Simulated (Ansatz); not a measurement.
## Ansatz (development build ahead of 0.2.0) run

```yaml
crystal:
  periodic: [false, false, false]
  atoms:
    - { symbol: C, position_ang: [0.0, 0.0, 0.6678] }
    - { symbol: F, position_ang: [0.0, 0.0, -0.6678] }
basis:
  gaussian: { orbitals: cc-pVDZ }
magnetization:
  spin_polarized: true
  initial_magnetization: 1
hamiltonian:
  xc: hf
correlation:
  method: ccsd_t
  frozen_orbitals: { C: 1, F: 1 }
```

The input is written out in the form of the current development build from the run's settings.

Results

| Property | Result |
| --- | --- |
| Converged | yes |
| Reference energy | -137.17620 hartree |
| CCSD correlation energy | -0.29008 hartree |
| Triples correction | -0.00757 hartree |
| Total energy | -137.47384 hartree |
| Spin squared of the determinant | 0.760 |
